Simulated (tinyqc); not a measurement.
Inside a calculation (part 2 of 2). Method: UHF in the sto-3g basis, for CH2, spin multiplicity 3. Computed by tinyqc, a small Python program that keeps every step (integrals from PySCF). Command: `OMP_NUM_THREADS=1 python tinyqc.py 22904 22905 out.jsonl` (the two numbers bound the seeds that draw the settings). One thread of a shared host (Intel(R) Xeon(R) Processor @ 2.60GHz), about 0.2 s of CPU time with the checks.

Geometry (angstrom):
```
atom,x,y,z
C,0.0000,0.0000,0.0000
H,0.0000,1.3680,0.6900
H,0.0000,-1.3800,0.6960
```

## Iteration 2: diagonalisation and new density

extrapolated F(alpha) (hartree):
```
,1C 1s,1C 2s,1C 2px,1C 2py,1C 2pz,2H 1s,3H 1s
1C 1s,-12.8047,-3.2275,0.0000,0.0000,-0.0139,-0.3042,-0.2954
1C 2s,-3.2275,-1.8149,0.0000,0.0028,0.0584,-0.3570,-0.3498
1C 2px,0.0000,0.0000,-0.9643,0.0000,0.0000,0.0000,0.0000
1C 2py,0.0000,0.0028,0.0000,-0.9827,0.0007,-0.2686,0.2648
1C 2pz,-0.0139,0.0584,0.0000,0.0007,-0.8601,-0.1144,-0.1126
2H 1s,-0.3042,-0.3570,0.0000,-0.2686,-0.1144,-0.2288,-0.0376
3H 1s,-0.2954,-0.3498,0.0000,0.2648,-0.1126,-0.0376,-0.2222
```

extrapolated F(beta) (hartree):
```
,1C 1s,1C 2s,1C 2px,1C 2py,1C 2pz,2H 1s,3H 1s
1C 1s,-12.7624,-3.1638,0.0000,-0.0003,-0.0141,-0.2952,-0.2866
1C 2s,-3.1638,-1.5359,0.0000,-0.0029,0.0561,-0.3059,-0.2981
1C 2px,0.0000,0.0000,-0.2535,0.0000,0.0000,0.0000,0.0000
1C 2py,-0.0003,-0.0029,0.0000,-0.2654,-0.0002,-0.1620,0.1581
1C 2pz,-0.0141,0.0561,0.0000,-0.0002,-0.7864,-0.1094,-0.1073
2H 1s,-0.2952,-0.3059,0.0000,-0.1620,-0.1094,-0.1961,-0.0438
3H 1s,-0.2866,-0.2981,0.0000,0.1581,-0.1073,-0.0438,-0.1900
```

X:
```
,1C 1s,1C 2s,1C 2px,1C 2py,1C 2pz,2H 1s,3H 1s
1C 1s,1.0255,-0.1377,0.0000,-0.0001,-0.0041,0.0169,0.0166
1C 2s,-0.1377,1.0895,0.0000,0.0013,0.0316,-0.1549,-0.1511
1C 2px,0.0000,0.0000,1.0000,0.0000,0.0000,0.0000,0.0000
1C 2py,-0.0001,0.0013,0.0000,1.0613,0.0006,-0.1521,0.1490
1C 2pz,-0.0041,0.0316,0.0000,0.0006,1.0153,-0.0751,-0.0735
2H 1s,0.0169,-0.1549,0.0000,-0.1521,-0.0751,1.0712,-0.0088
3H 1s,0.0166,-0.1511,0.0000,0.1490,-0.0735,-0.0088,1.0684
```

Diagonalise F' = X^T F X, C = X C', fill 5 alpha and 3 beta electrons from the bottom; D(s) = C_occ C_occ^T. Each column has its largest component positive (the first on a tie).

F' = X^T F X (alpha) (hartree):
```
,1,2,3,4,5,6,7
1,-12.6053,-1.5194,0.0000,-0.0006,-0.0293,-0.0201,-0.0184
2,-1.5194,-1.2254,0.0000,0.0038,0.0818,-0.1430,-0.1396
3,0.0000,0.0000,-0.9643,0.0000,0.0000,0.0000,0.0000
4,-0.0006,0.0038,0.0000,-0.9449,0.0011,-0.1311,0.1288
5,-0.0293,0.0818,0.0000,0.0011,-0.8496,-0.0599,-0.0587
6,-0.0201,-0.1430,0.0000,-0.1311,-0.0599,-0.1051,-0.0141
7,-0.0184,-0.1396,0.0000,0.1288,-0.0587,-0.0141,-0.1028
```

orbital energies (alpha) (hartree): MO1 -12.8049, MO2 -1.0855, MO3 -0.9827, MO4 -0.9643, MO5 -0.8427, MO6 -0.0653, MO7 -0.0521

coefficients C (alpha):
```
,MO1,MO2,MO3,MO4,MO5,MO6,MO7
1C 1s,0.9989,-0.2503,-0.0054,0.0000,-0.0699,0.0756,0.0008
1C 2s,0.0045,0.9930,0.0215,0.0000,0.2684,-0.4419,-0.0055
1C 2px,0.0000,0.0000,0.0000,1.0000,0.0000,0.0000,0.0000
1C 2py,0.0000,-0.0252,0.9963,0.0000,0.0096,-0.0057,-0.4224
1C 2pz,0.0012,-0.2727,-0.0168,0.0000,0.9551,-0.2365,-0.0025
2H 1s,-0.0003,0.0002,0.0069,0.0000,0.0246,0.7714,0.7777
3H 1s,-0.0003,-0.0006,-0.0056,0.0000,0.0229,0.7668,-0.7770
```

F' = X^T F X (beta) (hartree):
```
,1,2,3,4,5,6,7
1,-12.5733,-1.4938,0.0000,-0.0001,-0.0289,-0.0213,-0.0196
2,-1.4938,-0.9449,0.0000,-0.0019,0.0809,-0.1304,-0.1273
3,0.0000,0.0000,-0.2535,0.0000,0.0000,0.0000,0.0000
4,-0.0001,-0.0019,0.0000,-0.2034,0.0004,-0.1251,0.1226
5,-0.0289,0.0809,0.0000,0.0004,-0.7753,-0.0600,-0.0587
6,-0.0213,-0.1304,0.0000,-0.1251,-0.0600,-0.0968,-0.0140
7,-0.0196,-0.1273,0.0000,0.1226,-0.0587,-0.0140,-0.0946
```

orbital energies (beta) (hartree): MO1 -12.7624, MO2 -0.8558, MO3 -0.7354, MO4 -0.3279, MO5 -0.2535, MO6 -0.0497, MO7 0.0428

coefficients C (beta):
```
,MO1,MO2,MO3,MO4,MO5,MO6,MO7
1C 1s,1.0002,-0.1904,-0.1638,0.0020,0.0000,0.0875,-0.0008
1C 2s,-0.0007,0.7693,0.6471,-0.0094,0.0000,-0.4930,0.0059
1C 2px,0.0000,0.0000,0.0000,0.0000,1.0000,0.0000,0.0000
1C 2py,0.0000,0.0034,0.0040,0.7415,0.0000,-0.0020,0.7886
1C 2pz,0.0011,-0.6627,0.7352,-0.0031,0.0000,-0.2510,0.0036
2H 1s,0.0003,0.0115,0.0570,0.3217,0.0000,0.7641,-0.7141
3H 1s,0.0003,0.0110,0.0543,-0.3169,0.0000,0.7706,0.7035
```

D(alpha) after iteration 2:
```
,1C 1s,1C 2s,1C 2px,1C 2py,1C 2pz,2H 1s,3H 1s
1C 1s,1.0654,-0.2630,0.0000,0.0002,0.0028,-0.0021,-0.0017
1C 2s,-0.2630,1.0585,0.0000,-0.0010,-0.0148,0.0070,0.0054
1C 2px,0.0000,0.0000,1.0000,0.0000,0.0000,0.0000,0.0000
1C 2py,0.0002,-0.0010,0.0000,0.9932,-0.0007,0.0071,-0.0054
1C 2pz,0.0028,-0.0148,0.0000,-0.0007,0.9868,0.0234,0.0221
2H 1s,-0.0021,0.0070,0.0000,0.0071,0.0234,0.0007,0.0005
3H 1s,-0.0017,0.0054,0.0000,-0.0054,0.0221,0.0005,0.0006
```

D(beta) after iteration 2:
```
,1C 1s,1C 2s,1C 2px,1C 2py,1C 2pz,2H 1s,3H 1s
1C 1s,1.0634,-0.2532,0.0000,-0.0013,0.0069,-0.0112,-0.0107
1C 2s,-0.2532,1.0106,0.0000,0.0052,-0.0341,0.0458,0.0436
1C 2px,0.0000,0.0000,0.0000,0.0000,0.0000,0.0000,0.0000
1C 2py,-0.0013,0.0052,0.0000,0.0000,0.0007,0.0003,0.0003
1C 2pz,0.0069,-0.0341,0.0000,0.0007,0.9798,0.0343,0.0326
2H 1s,-0.0112,0.0458,0.0000,0.0003,0.0343,0.0034,0.0032
3H 1s,-0.0107,0.0436,0.0000,0.0003,0.0326,0.0032,0.0031
```

## Iteration 26 (converged): orbitals

converged F(alpha) (hartree):
```
,1C 1s,1C 2s,1C 2px,1C 2py,1C 2pz,2H 1s,3H 1s
1C 1s,-10.9880,-2.9753,0.0000,0.0003,-0.0032,-0.2816,-0.2735
1C 2s,-2.9753,-1.5188,0.0000,0.0074,0.0687,-0.3905,-0.3819
1C 2px,0.0000,0.0000,-0.3498,0.0000,0.0000,0.0000,0.0000
1C 2py,0.0003,0.0074,0.0000,-0.1362,0.0085,-0.2854,0.2781
1C 2pz,-0.0032,0.0687,0.0000,0.0085,-0.2355,-0.1681,-0.1673
2H 1s,-0.2816,-0.3905,0.0000,-0.2854,-0.1681,-0.2030,-0.0368
3H 1s,-0.2735,-0.3819,0.0000,0.2781,-0.1673,-0.0368,-0.1618
```

converged F(beta) (hartree):
```
,1C 1s,1C 2s,1C 2px,1C 2py,1C 2pz,2H 1s,3H 1s
1C 1s,-10.9289,-2.9215,0.0000,0.0004,-0.0032,-0.2735,-0.2657
1C 2s,-2.9215,-1.1023,0.0000,-0.0130,-0.1455,-0.3796,-0.3697
1C 2px,0.0000,0.0000,0.3986,0.0000,0.0000,0.0000,0.0000
1C 2py,0.0004,-0.0130,0.0000,0.0755,-0.0022,-0.2675,0.2686
1C 2pz,-0.0032,-0.1455,0.0000,-0.0022,0.3395,-0.1142,-0.1151
2H 1s,-0.2735,-0.3796,0.0000,-0.2675,-0.1142,-0.2291,-0.0241
3H 1s,-0.2657,-0.3697,0.0000,0.2686,-0.1151,-0.0241,-0.2609
```

As before.

F' = X^T F X (alpha) (hartree):
```
,1,2,3,4,5,6,7
1,-10.7587,-1.5436,0.0000,-0.0012,-0.0288,0.0071,0.0085
2,-1.5436,-0.8869,0.0000,0.0111,0.1448,-0.2417,-0.2387
3,0.0000,0.0000,-0.3498,0.0000,0.0000,0.0000,0.0000
4,-0.0012,0.0111,0.0000,0.0201,0.0106,-0.2934,0.2864
5,-0.0288,0.1448,0.0000,0.0106,-0.1878,-0.1742,-0.1728
6,0.0071,-0.2417,0.0000,-0.2934,-0.1742,-0.0197,-0.0083
7,0.0085,-0.2387,0.0000,0.2864,-0.1728,-0.0083,0.0180
```

orbital energies (alpha) (hartree): MO1 -10.9946, MO2 -0.7989, MO3 -0.3970, MO4 -0.3499, MO5 -0.3498, MO6 0.3013, MO7 0.4240

coefficients C (alpha):
```
,MO1,MO2,MO3,MO4,MO5,MO6,MO7
1C 1s,0.9930,-0.2614,0.0068,0.0430,0.0000,0.1219,-0.0019
1C 2s,0.0277,0.9326,-0.0340,-0.2195,0.0000,-0.5779,0.0079
1C 2px,0.0000,0.0000,0.0000,0.0000,1.0000,0.0000,0.0000
1C 2py,0.0000,-0.0071,0.5903,-0.0548,0.0000,-0.0197,0.9054
1C 2pz,0.0011,-0.0845,0.0409,0.8177,0.0000,-0.6044,0.0109
2H 1s,-0.0039,0.1483,0.4779,0.3007,0.0000,0.6734,-0.6374
3H 1s,-0.0038,0.1370,-0.3965,0.3444,0.0000,0.6918,0.6473
```

F' = X^T F X (beta) (hartree):
```
,1,2,3,4,5,6,7
1,-10.7037,-1.5526,0.0000,0.0017,-0.0004,0.0123,0.0128
2,-1.5526,-0.4321,0.0000,-0.0117,-0.0797,-0.2720,-0.2618
3,0.0000,0.0000,0.3986,0.0000,0.0000,0.0000,0.0000
4,0.0017,-0.0117,0.0000,0.2463,-0.0018,-0.2958,0.2946
5,-0.0004,-0.0797,0.0000,-0.0018,0.3749,-0.1235,-0.1221
6,0.0123,-0.2720,0.0000,-0.2958,-0.1235,-0.0559,0.0031
7,0.0128,-0.2618,0.0000,0.2946,-0.1221,0.0031,-0.0967
```

orbital energies (beta) (hartree): MO1 -10.9334, MO2 -0.5517, MO3 -0.3654, MO4 0.2113, MO5 0.3986, MO6 0.4401, MO7 0.5319

coefficients C (beta):
```
,MO1,MO2,MO3,MO4,MO5,MO6,MO7
1C 1s,0.9943,-0.1995,0.0080,-0.2008,0.0000,-0.0472,-0.0024
1C 2s,0.0226,0.6771,-0.0323,0.8560,0.0000,0.2467,0.0157
1C 2px,0.0000,0.0000,0.0000,0.0000,1.0000,0.0000,0.0000
1C 2py,0.0000,0.0087,-0.4226,-0.0252,0.0000,-0.0397,0.9954
1C 2pz,0.0014,0.1424,-0.0028,-0.2878,0.0000,0.9689,0.0306
2H 1s,-0.0034,0.3485,-0.5240,-0.5730,0.0000,-0.3708,-0.5821
3H 1s,-0.0033,0.3688,0.5651,-0.5506,0.0000,-0.3951,0.5270
```

D(alpha) after iteration 26:
```
,1C 1s,1C 2s,1C 2px,1C 2py,1C 2pz,2H 1s,3H 1s
1C 1s,1.0562,-0.2259,0.0000,0.0035,0.0586,-0.0264,-0.0275
1C 2s,-0.2259,0.9198,0.0000,-0.0147,-0.2596,0.0560,0.0656
1C 2px,0.0000,0.0000,1.0000,0.0000,0.0000,0.0000,0.0000
1C 2py,0.0035,-0.0147,0.0000,0.3516,-0.0201,0.2646,-0.2539
1C 2pz,0.0586,-0.2596,0.0000,-0.0201,0.6774,0.2529,0.2538
2H 1s,-0.0264,0.0560,0.0000,0.2646,0.2529,0.3409,-0.0656
3H 1s,-0.0275,0.0656,0.0000,-0.2539,0.2538,-0.0656,0.2946
```

D(beta) after iteration 26:
```
,1C 1s,1C 2s,1C 2px,1C 2py,1C 2pz,2H 1s,3H 1s
1C 1s,1.0285,-0.1129,0.0000,-0.0051,-0.0271,-0.0771,-0.0723
1C 2s,-0.1129,0.4600,0.0000,0.0196,0.0966,0.2528,0.2314
1C 2px,0.0000,0.0000,0.0000,0.0000,0.0000,0.0000,0.0000
1C 2py,-0.0051,0.0196,0.0000,0.1787,0.0024,0.2245,-0.2356
1C 2pz,-0.0271,0.0966,0.0000,0.0024,0.0203,0.0511,0.0510
2H 1s,-0.0771,0.2528,0.0000,0.2245,0.0511,0.3960,-0.1675
3H 1s,-0.0723,0.2314,0.0000,-0.2356,0.0510,-0.1675,0.4553
```

## Convergence

Stop when the energy changes by less than 1e-08 hartree and every element of the error matrix X^T (F D S - S D F) X (for each spin) is below 3e-05.

Course of the cycle:
```
iteration,E (hartree),change,largest element of the error matrix
1,-12.282650,-,1.20e-01
2,-37.048774,-2.48e+01,2.21e-01
3,-37.195401,-1.47e-01,2.38e-01
4,-37.101520,9.39e-02,2.31e-01
5,-37.101246,2.73e-04,2.30e-01
6,-37.094468,6.78e-03,2.21e-01
7,-37.083769,1.07e-02,2.20e-01
8,-37.227335,-1.44e-01,2.56e-01
9,-37.668410,-4.41e-01,1.94e-01
10,-38.182912,-5.15e-01,7.14e-02
11,-38.237071,-5.42e-02,3.43e-02
12,-38.247396,-1.03e-02,1.43e-02
13,-38.249002,-1.61e-03,1.17e-02
14,-38.249450,-4.48e-04,1.04e-02
15,-38.250289,-8.40e-04,6.65e-03
16,-38.251009,-7.20e-04,1.36e-03
17,-38.251096,-8.68e-05,8.65e-04
18,-38.251154,-5.75e-05,3.42e-04
19,-38.251160,-6.30e-06,1.61e-04
20,-38.251161,-5.98e-07,1.16e-04
21,-38.251161,-6.61e-07,1.17e-04
22,-38.251162,-8.17e-07,1.17e-04
23,-38.251168,-5.84e-06,5.05e-05
24,-38.251169,-1.06e-06,9.50e-06
25,-38.251169,-1.53e-08,4.65e-06
26,-38.251169,-1.71e-10,2.32e-06
```

PySCF UHF in the same basis, after a stability check = -38.251169 hartree

Converged in 26 iterations.

## Populations, bond orders and dipole

overlap S:
```
,1C 1s,1C 2s,1C 2px,1C 2py,1C 2pz,2H 1s,3H 1s
1C 1s,1.0000,0.2484,0.0000,0.0000,0.0000,0.0228,0.0222
1C 2s,0.2484,1.0000,0.0000,0.0000,0.0000,0.2726,0.2673
1C 2px,0.0000,0.0000,1.0000,0.0000,0.0000,0.0000,0.0000
1C 2py,0.0000,0.0000,0.0000,1.0000,0.0000,0.2687,-0.2644
1C 2pz,0.0000,0.0000,0.0000,0.0000,1.0000,0.1355,0.1333
2H 1s,0.0228,0.2726,0.0000,0.2687,0.1355,1.0000,0.0306
3H 1s,0.0222,0.2673,0.0000,-0.2644,0.1333,0.0306,1.0000
```

Mulliken: Z minus the diagonal of D S on the atom; Loewdin: the same with S^(1/2) D S^(1/2); Mayer order: 2 sum_s sum (D(s) S)_ij (D(s) S)_ji over the two atoms.

Charges (e):
```
atom,Mulliken,Loewdin,Mulliken spin
1C,-0.0258,-0.0106,2.2354
2H,0.0158,0.0079,-0.0664
3H,0.0100,0.0027,-0.1690
```

Mayer bond orders:
```
pair,order
2-1,0.9419
3-1,0.9179
3-2,0.0535
```

dipole moment about the origin, x y z (debye): 0.0000  0.0055  0.1655

<S^2> of the determinant (pure state: 2) = 2.0586
